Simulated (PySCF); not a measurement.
Gas-phase reaction: 2 SiHF₂ + F → SiF₄ + SiH₂F

Method: PySCF energies plus ideal-gas RRHO corrections (1 bar). † marks an energy on the PBE0/def2-TZVP geometry and frequencies; other levels use their own. MP2 and CCSD(T) freeze the core. 6-31G* has spherical d functions here. Open shells (unrestricted): SiHF₂ (multiplicity 2), F (multiplicity 2, electronic degeneracy 6), SiH₂F (multiplicity 2); the rest are closed-shell singlets. Spin-orbit splitting is ignored; it lowers the true energy and changes the entropy of F. B3LYP is the form with VWN-RPA correlation. SiHF₂, SiH₂F: computed as isolated molecules; such fragments, hydroxides, amides, oligomers or adducts are transient or little studied in the gas. MP2 isn't extrapolated to the basis-set limit; its ΔH°(298 K) is -669.3 kJ in def2-SVP and -709.4 kJ in def2-TZVPP. CCSD(T) isn't extrapolated to the basis-set limit; its ΔH°(298 K) is -642.0 kJ in def2-SVP and -682.9 kJ in def2-TZVPP. The harmonic model lacks anharmonicity and excited electronic states, which grow with temperature; levels with a mode under 35 cm⁻¹ are left out.

| level | ΔE electronic, kJ | ΔH°(298 K), kJ | ΔS°(298 K), J/K | ΔG°(800 K), kJ |
|---|---|---|---|---|
| B3LYP/6-31G* | -670 | -663 | -171 | -526 |
| B3LYP/def2-TZVP† | -666 | -659 | -171 | -522 |
| BLYP/def2-TZVP† | -658 | -651 | -171 | -514 |
| CCSD(T)/def2-SVP† | -649 | -642 | -171 | -505 |
| HF/def2-TZVP† | -541 | -534 | -171 | -397 |
| MP2/def2-TZVPP† | -716 | -709 | -171 | -572 |
| PBE0/def2-QZVP† | -667 | -660 | -171 | -523 |
ΔH° is lowest at MP2/def2-TZVPP† and highest at HF/def2-TZVP†. No reference value is set beside these.
